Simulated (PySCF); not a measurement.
Species: C4H2FN.
Bonds: N1–C2 (triple), C2–C3, C3–C4 (double), C4–F5, C4–C6, C3–C6. Hydrogens: H7, H8 on C6.

Theory: MP2 and CCSD/aug-cc-pVDZ in PySCF, restricted Hartree–Fock reference, frozen core, non-relativistic, gas phase, PBE0-D3(BJ)/def2-SVP geometry.

E(HF) = -306.42911 Eh.

Q: How large is the problem?

A: 156 basis functions and 42 electrons; 6 orbitals frozen, which leaves o = 15 correlated occupied and v = 135 virtual orbitals. That is o·v = 2025 singles and o·v(o·v + 1)/2 = 2051325 distinct closed-shell doubles amplitudes before symmetry; the costliest CCSD step grows as o²v⁴ = 7.5 × 10^10.

Q: What are the MP2 and CCSD correlation energies?

A: MP2 -0.8883 Eh and CCSD -0.9059 Eh, which gives totals of -307.31738 and -307.33501 Eh. That is 0.822 eV for each correlated electron at CCSD (2378 kJ/mol in all, 0.295 % of the total energy); MP2 gives 98.1 % of the CCSD value.

Q: What is the T1 diagnostic?

A: 0.0138, below the customary warning level of 0.02. It is the norm of the spatial-orbital singles amplitudes over the root of the number of correlated electrons, so the norm is 0.076.

Q: How does correlation change the dipole moment?

A: HF gives 3.81 D and CCSD (unrelaxed density) 3.38 D, a change of -0.43 D.

Connected triples and the basis-set limit are missing.

The job also held the EOM ionisation roots. Time: 7.0 min of wall time; peak memory 2.9 GiB. Hardware: one thread of an Arm Neoverse V1, no GPU (shared host).
